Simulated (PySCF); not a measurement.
Run record: geometry optimisation, `C=O` (formaldehyde).

Computed with CAM-B3LYP/6-31+G* geometry optimisation, gas phase (PySCF 2.14.0). Start geometry: GFN2-xTB. The input is one job of a driver script: a line of settings, then coordinates in Å.

Input:
```
{"job": {"xc": "CAM-B3LYP", "basis": "6-31+G*", "grid": 1, "kind": "geom"}, "charge": 0, "multiplicity": 1}
C      0.003175     0.001019    -0.005928
O      1.176539    -0.209213    -0.014559
H     -0.748437    -0.806190     0.003826
H     -0.421043     1.019157    -0.006192
```

**Question.** Give the output.

**Answer.** 
```
step   0  E = -114.45580461  max force = 0.023414
step   1  E = -114.45621061  max force = 0.002780
step   2  E = -114.45621355  max force = 0.000867
step   3  E = -114.45621479  max force = 0.000891
step   4  E = -114.45621612  max force = 0.000107
optimisation converged
```

Energies in Eh; «max force» is the largest Cartesian gradient component in Eh/bohr.

**Question.** How much energy does the optimisation release, in kJ/mol?

**Answer.** E(step 0) − E(last step) = 0.000412 Eh, which is 1.1 kJ/mol.

Summary of the converged run: final energy -114.45622 Eh after 4 steps; dipole 2.59 D.

Hardware: Arm Neoverse V1, one thread, no GPU, shared host with 32 logical CPUs at a one-minute load of 22. Cost: 2.3 s of wall time, 0.24 GiB resident at most.
Labels such as C1 count atoms from 1, the log's own numbers from 0.
